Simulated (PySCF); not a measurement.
Gas-phase reaction: 4 Si + 5 H2 ⇌ 2 Si2H5

Computed with PySCF (xtb for GFN2) and rigid-rotor harmonic-oscillator thermochemistry at 1 bar. † marks an energy on the PBE0/def2-TZVP geometry and frequencies; other levels use their own. MP2 and CCSD(T) freeze the core. 6-31G* has spherical d functions here. Open shells (unrestricted): Si (multiplicity 3, electronic degeneracy 9), Si2H5 (multiplicity 2); the rest are closed-shell singlets. GFN2 has no spin-polarisation term. Spin-orbit splitting is ignored; it lowers the true energy and changes the entropy of Si. Si2H5: computed as isolated molecules; such fragments, hydroxides, amides, oligomers or adducts are transient or little studied in the gas. MP2 isn't extrapolated to the basis-set limit; its ΔH°(298 K) is -1288.4 kJ in def2-SVP and -1339.0 kJ in def2-TZVPP. CCSD(T) isn't extrapolated to the basis-set limit; its ΔH°(298 K) is -1254.4 kJ in def2-SVP and -1313.3 kJ in def2-TZVPP. The harmonic model lacks anharmonicity and excited electronic states, which grow with temperature; levels with a mode under 35 cm⁻¹ are left out. Internal rotation in Si2H5 is treated as a harmonic vibration of one conformer, which makes the entropy rough.

| level | ΔE electronic, kJ | ΔH°(298 K), kJ | ΔS°(298 K), J/K | ΔG°(1000 K), kJ |
|---|---|---|---|---|
| CCSD(T)/def2-SVP† | -1292 | -1254 | -743 | -493 |
| CCSD(T)/def2-TZVPP† | -1351 | -1313 | -743 | -552 |
| GFN2-xTB | -1796 | -1746 | -737 | -993 |
| HF/6-31G* | -1100 | -1053 | -748 | -281 |
| MP2/def2-SVP† | -1326 | -1288 | -743 | -527 |
| MP2/def2-TZVPP† | -1376 | -1339 | -743 | -577 |
| PBE/def2-SVP | -1462 | -1427 | -741 | -669 |
| PBE0/def2-SVP† | -1470 | -1432 | -743 | -671 |
| PBE0/def2-TZVP | -1452 | -1414 | -743 | -652 |
| ωB97M-V/def2-TZVP† | -1419 | -1382 | -743 | -620 |
| ωB97X-V/def2-TZVP† | -1489 | -1451 | -743 | -690 |
ΔH° is lowest at GFN2-xTB and highest at HF/6-31G*. No reference value is set beside these.
